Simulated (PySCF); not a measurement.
Compound: methyleneaminoacetonitrile, C3H4N2.
Atom-mapped SMILES: `[CH2:1]=[N:2][CH2:3][C:4]#[N:5]` (hydrogens: H6, H7 on C1; H8, H9 on C3)

Geometry (PBE0-D3(BJ)/def2-SVP, Å), atoms numbered from 1 in this order:
```
atom  x, y, z in Å
C1     1.452    0.043   -0.523
N2     0.305   -0.470   -0.644
C3    -0.659   -0.194    0.394
C4    -1.880    0.395   -0.160
N5    -2.843    0.874   -0.584
H6     1.745    0.693    0.326
H7     2.213   -0.157   -1.290
H8    -0.282    0.477    1.194
H9    -0.943   -1.147    0.872
```

Computed with core-valence-separated Tamm–Dancoff BHandHLYP/aug-pcX-1 (pcseg-1 on H) in PySCF, non-relativistic, gas phase, PBE0-D3(BJ)/def2-SVP geometry.

Computed nitrogen K-edge spectrum, Gaussian lines of 0.3 eV full width, highest printed point 100; it ends one width below the last computed root. No empirical shift is added; at this level the pattern usually sits a few eV under experiment.

(photon energy (eV), absorption): (395.8, 1), (395.9, 9), (396.0, 35), (396.1, 79), (396.2, 95), (396.3, 62), (396.4, 22), (396.5, 4), (396.6, 0), (396.7, 0), (396.8, 3), (396.9, 17), (397.0, 55), (397.1, 97), (397.2, 99), (397.3, 83), (397.4, 95), (397.5, 100), (397.6, 63), (397.7, 22), (397.8, 4), (397.9, 0), (398.0, 0), (398.1, 0), (398.2, 0), (398.3, 0), (398.4, 0), (398.5, 0), (398.6, 0), (398.7, 0), (398.8, 0), (398.9, 0), (399.0, 0), (399.1, 0), (399.2, 0), (399.3, 0), (399.4, 0), (399.5, 0), (399.6, 0), (399.7, 0), (399.8, 0), (399.9, 0), (400.0, 0), (400.1, 0), (400.2, 0), (400.3, 0), (400.4, 0), (400.5, 0), (400.6, 0), (400.7, 1), (400.8, 3), (400.9, 12), (401.0, 26), (401.1, 32), (401.2, 22), (401.3, 10), (401.4, 10), (401.5, 15), (401.6, 15), (401.7, 8), (401.8, 3), (401.9, 2), (402.0, 3)

Question: Assign the maxima to core holes.

Answer: 5 maxima:
- 396.2 eV: N2 (imine nitrogen), 396.18 eV, f = 0.061, 100 % of the height at the exact maximum
- 397.1 eV: N5 (nitrile nitrogen), 397.14 eV, f = 0.063, 1s→π*, 96 % of the height at the exact maximum
- 397.5 eV: N5 (nitrile nitrogen), 397.48 eV, f = 0.063, 96 % of the height at the exact maximum
- 401.1 eV: N2 (imine nitrogen), 401.09 eV, f = 0.019, 94 % of the height at the exact maximum
- 401.5 eV: N2 (imine nitrogen), 401.55 eV, f = 0.010, 100 % of the height at the exact maximum

Roots within 0.03 eV on the same or equivalent atoms count as one line; shares under 12 % aren't listed.

Vibrational structure and lifetime widths aren't in the curve. The ionisation threshold wasn't computed; near and above it a finite basis only mimics Rydberg series and continuum.

One conformer stands for the species.
